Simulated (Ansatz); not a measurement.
A nudged elastic band was laid between two geometries of C$_{2}$H$_{7}$NS (11 atoms, charge 0, multiplicity 1).

All numbers below come from RKS r2SCAN-D4/def2-SVP (Ansatz 0.2.0).

- movable images: 9
- climbing image: yes
- spring: 5.0 eV/Å²
- optimiser: quadratic models (default)
- start path: IDPP
- force threshold: 0.05 eV/Å
- iteration limit: 38
- end points: relaxed

Image 0:

```xyz
11
Properties=species:S:1:pos:R:3
N -0.351 1.395 -0.566
C -0.263 0.460 0.539
C 0.829 -0.568 0.284
S 0.515 -1.633 -1.176
H -0.551 0.869 -1.420
H -1.136 2.031 -0.430
H 0.006 1.014 1.458
H -1.207 -0.087 0.773
H 1.773 -0.052 0.045
H 1.000 -1.202 1.167
H -0.551 -2.283 -0.654
```

Image 10:

```xyz
11
Properties=species:S:1:pos:R:3
N -1.273 0.216 -0.375
C -0.169 0.458 0.542
C 0.978 -0.510 0.274
S 1.643 -0.348 -1.421
H -1.777 -0.631 -0.113
H -1.947 0.978 -0.345
H 0.194 1.487 0.381
H -0.446 0.376 1.617
H 1.813 -0.312 0.963
H 0.648 -1.550 0.451
H 0.402 -0.221 -1.955
```

Task: Which bonds break or form, and what moves?

Result: No bond is made or broken. The dihedral N1–C2–C3–H9 goes from 53 to 179°.

Task: Give the energies along the band, and the barrier.

Result: The run converged. The highest image is number 5 of 0 to 10, 37.3 kJ/mol above the first end and 39.4 kJ/mol above the last; the last end lies 2.1 kJ/mol below the first. A vibrational analysis at the climbing image gives one clearly imaginary mode, 217i cm⁻¹: a first-order saddle point.

```
image  path coordinate (Å)  energy (kJ/mol)  dihedral N1–C2–C3–H9 (°)
    0                 0.00              0.0                        53
    1                 0.46              3.5                        66
    2                 0.92             12.9                        79
    3                 1.38             24.4                        93
    4                 1.84             33.8                       107
    5                 2.30             37.3                       122
    6                 2.79             33.6                       136
    7                 3.27             24.0                       149
    8                 3.76             12.4                       161
    9                 4.24              2.5                       171
   10                 4.72             -2.1                       179
```

Task: What is the geometry of the highest image?

Result: 
```xyz
11
Properties=species:S:1:pos:R:3
N -0.910 0.972 -0.593
C -0.226 0.512 0.600
C 0.892 -0.539 0.336
S 1.269 -0.975 -1.395
H -1.431 0.209 -1.027
H -1.597 1.679 -0.335
H 0.235 1.396 1.072
H -0.897 0.074 1.374
H 1.856 -0.164 0.715
H 0.690 -1.469 0.888
H 0.184 -1.752 -1.614
```

Task: What are the harmonic wavenumbers there?

Result: 217i, 176, 239, 275, 512, 674, 737, 798, 899, 939, 1048, 1139, 1180, 1244, 1269, 1325, 1407, 1443, 1496, 1632, 2683, 2915, 3060, 3071, 3132, 3499, 3590 cm⁻¹.

The band took 6 iterations and about 6 core-minutes.

Run time: 2.9 min on 2 threads of Arm Neoverse V2 (shared host), peak memory 0.14 GiB.
